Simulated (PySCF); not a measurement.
Job for PySCF: R-HF/STO-3G on NH3 (SMILES N).

```python
from pyscf import gto, scf, dft, mp
from pyscf.data.elements import chemcore

mol = gto.M(
    atom='''
    N     0.00000000    0.00000000    0.11289000
    H     0.00000000    0.93802400   -0.26340900
    H     0.81235300   -0.46901200   -0.26340900
    H    -0.81235300   -0.46901200   -0.26340900
    ''',
    basis='sto-3g',
    charge=0, spin=0, verbose=3, max_memory=1800)
mf = scf.RHF(mol)
mf.conv_tol = 1e-8
mf.max_cycle = 100
mf.kernel()
if not mf.converged:
    mf = mf.newton().run(mf.mo_coeff, mf.mo_occ)
```

Output:

```
converged SCF energy = -55.4538212538926
```

The run converged.

Cost: very roughly 0.03 core-seconds.
